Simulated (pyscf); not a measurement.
**Four-centre exchange: `[Cl][Sn]([Cl])([Cl])[Cl]` + `[H][H]` → `[ClH]` + `[Cl][SnH]([Cl])[Cl]`**

Gas phase, singlet surface, charge 0. Bonds broken: Cl1–Sn2, H6–H7. Bonds formed: Cl1–H6, Sn2–H7. Optimised with ωB97X-D3(BJ)/def2-SVP in PySCF.

Transition state (Å):

```xyz
7

Cl    -0.9872     0.3406     2.0884
Sn    -0.2923    -0.0556    -0.3923
Cl     1.4724     1.4103    -0.1994
Cl    -2.3112     0.7534    -1.1486
Cl     0.3823    -1.4280    -2.1508
H     -0.5593    -1.0769     1.4481
H     -0.2659    -1.6465     0.6901
```

One imaginary mode, 1330i cm⁻¹; descent along it reached the two sides named, in the forms told below.

```json
[
 {"bond": "Cl1–Sn2", "change": "breaks", "reactant side (Å)": "2.299", "saddle": "2.6", "product side": "3.4"},
 {"bond": "H6–H7", "change": "breaks", "reactant side (Å)": "0.760", "saddle": "0.992", "product side": "3.5"},
 {"bond": "Cl1–H6", "change": "forms", "reactant side (Å)": "3.6", "saddle": "1.613", "product side": "1.288"},
 {"bond": "Sn2–H7", "change": "forms", "reactant side (Å)": "3.9", "saddle": "1.924", "product side": "1.684"}
]
```

Electronic energies relative to the separated reactants (kcal/mol):

| level | barrier | reaction energy | reverse barrier |
|---|---|---|---|
| ωB97X-D3(BJ)/def2-TZVP | 47.8 | +16.5 | 31.3 |
| PBE/def2-TZVP | 39.6 | +13.1 | 26.4 |
| r²SCAN/def2-TZVP | 42.0 | +14.7 | 27.3 |
| B3LYP-D3(BJ)/def2-TZVP | 44.9 | +14.4 | 30.4 |
| PBE0-D3(BJ)/def2-TZVP | 42.3 | +13.3 | 29.0 |
| M06-2X/def2-TZVP | 48.2 | +16.9 | 31.3 |
| ωB97M-D3(BJ)/def2-TZVP | 47.0 | +12.4 | 34.7 |
| HF/def2-TZVP | 62.9 | +10.7 | 52.1 |

With ωB97M-D3(BJ)/def2-TZVP energies and thermal terms (ideal gas, 1 atm, RRHO with modes under 100 cm⁻¹ raised to 100, one conformer, R ln 2 for rigid chiral ones), in kcal/mol:

| T (K) | ΔH‡ | ΔG‡ | ΔH | ΔG |
|---|---|---|---|---|
| 298 | 46.9 | 54.0 | +13.2 | +10.8 |
| 600 | 46.1 | 61.5 | +12.5 | +8.6 |
| 900 | 46.1 | 69.2 | +12.0 | +6.8 |
| 1200 | 46.3 | 76.9 | +11.8 | +5.1 |

On the product side the descent ends in a complex, 4.3 kcal/mol under the separated species and 35.5 kcal/mol under the saddle at ωB97X-D3(BJ)/def2-TZVP. One saddle was located; it need not be the lowest between these sides. Elements past Kr carry the def2 core potentials, without spin-orbit coupling.
